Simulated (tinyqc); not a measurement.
Inside a calculation. Method: extended Hueckel theory, for LiH. One step of it, computed by the program tinyqc.

Task: Mulliken analysis. P = C n C^T; charge = valence electrons (H 1, Li 1) minus the sum of (P S)_ii on the atom; overlap population = 2 sum P_ij S_ij between two atoms.

coefficients:
```
              MO1        MO2       MO3        MO4        MO5
1Li 2s   0.119023   0.846319  0.000000   0.000000   0.708421
1Li 2px  0.000000   0.000000  0.788952  -0.614455   0.000000
1Li 2py  0.000000   0.000000  0.614455   0.788952   0.000000
1Li 2pz  0.052467  -0.531525  0.000000   0.000000   1.051226
2H 1s    0.923260  -0.128554  0.000000   0.000000  -0.868156
```

occupations: 2.000000  0.000000  0.000000  0.000000  0.000000

overlap S, lower triangle:
```
           1Li 2s   1Li 2px   1Li 2py   1Li 2pz     2H 1s
1Li 2s   1.000000
1Li 2px  0.000000  1.000000
1Li 2py  0.000000  0.000000  1.000000
1Li 2pz  0.000000  0.000000  0.000000  1.000000
2H 1s    0.378354  0.000000  0.000000  0.490474  1.000000
```

Give: charges; Overlap populations.

Result:

charges: 1Li 0.8355, 2H -0.8355

Overlap populations:

| pair | value |
|---|---|
| 2-1 | 0.261343 |
